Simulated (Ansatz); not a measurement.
Relaxing KOs₃

These are results of DFT PBE, scalar-relativistic, plane waves, PAW in Ansatz, not measurements. Cutoff 420 eV, Γ-centred k mesh, Gaussian smearing, no spin polarisation in the final step.

KOs₃ was placed on the Ni3Sn (D0_19) structure type (P6_3/mmc, No. 194), with K in place of Sn, Os in place of Ni, at a guessed volume.

```
K Os
1.0
     6.06869    0.00000    0.00000
    -3.03435    5.25564    0.00000
     0.00000    0.00000    4.87106
K Os
2 6
Direct
  0.33333 0.66667 0.25000
  0.66667 0.33333 0.75000
  0.83300 0.66600 0.25000
  0.16700 0.83300 0.75000
  0.33400 0.16700 0.25000
  0.16700 0.33400 0.75000
  0.83300 0.16700 0.25000
  0.66600 0.83300 0.75000
```

Cell and atoms relax at zero pressure; the relaxation can't lower the symmetry of the start. After a coarse first stage the cell is made exact in the group found at 0.06 Å.

The zero of energy is the elements' standard structures at the same level; no fitted shifts are applied.

Problem. Which crystal results?

Solution. It keeps P6_3/mmc (No. 194), but not the shape of the type it started on. Conventional cell: a = 7.588 Å, c = 4.335 Å. Around K lie 12 Os at 3.65–3.87 Å and 2 K at 4.33 Å; around Os lie 6 Os at 2.50–2.61 Å.

```cif
data_structure
_symmetry_space_group_name_H-M 'P6_3/mmc'
_symmetry_Int_Tables_number 194
_cell_length_a 7.5884
_cell_length_b 7.5884
_cell_length_c 4.3346
_cell_angle_alpha 90.000
_cell_angle_beta 90.000
_cell_angle_gamma 120.000
_cell_volume 216.17
loop_
_atom_site_label
_atom_site_type_symbol
_atom_site_symmetry_multiplicity
_atom_site_Wyckoff_symbol
_atom_site_fract_x
_atom_site_fract_y
_atom_site_fract_z
_atom_site_occupancy
K1 K 2 c 0.33333 0.66667 0.25000 1
Os1 Os 6 h 0.89002 0.78005 0.25000 1
```

Problem. What are its volume, energy, density and gap?

Solution. The volume per atom is 27.02 Å³. The density is 9.37 g/cm³. The energy over the elements is 1.55 eV/atom. The gap on the 6×6×10 mesh is 0 eV (a metal).

The final run used a 6×6×10 mesh on its 8-atom cell and 0.10 eV smearing. For metals, differences of a few meV/atom aren't resolved. Spin–orbit coupling is left out. A structure relaxed within its symmetry needn't be a true minimum.

Cost: 3 runs of about 3.2 core-minutes in all, on Intel Xeon 6975P-C (Granite Rapids) (shared hosts).